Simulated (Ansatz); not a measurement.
We consider hcp Tc, described by r²SCAN-D4 (PAW; Ansatz, an electronic-structure program).

Settings: plane-wave cutoff 560 eV, 24×24×12 k mesh (along the axes of the cell as run), Fermi–Dirac smearing 0.05 eV, no spin polarisation, scalar-relativistic PAW data made under PBE.

Computed at the level's own relaxed cell.

### Question
Estimate the equilibrium lattice constant a, pressure derivative B′ of the bulk modulus, volume per atom and c axis length that the calculation returns.

### Answer

- equilibrium lattice constant a: 2.731 Å
- pressure derivative B′ of the bulk modulus: 4.5
- volume per atom: 14.12 Å³/atom
- c axis length: 4.373 Å

The run finds no gap.

Measured, for comparison: lattice constant a 2.741 Å, lattice parameter c 4.399 Å (293 K, not corrected to a static lattice; as tabulated in Wikipedia's data pages). Computed (rounded) less measured: lattice constant a -0.4 %, lattice parameter c -0.6 %. A static lattice is as a rule a little smaller and stiffer than an uncorrected measurement, which narrows the difference in the lattice constant a, lattice parameter c and would widen misses of the other sign.

Note: the bulk modulus comes from volumes at which shape and atoms were relaxed.

The computed numbers hold no vibrational or temperature effects.
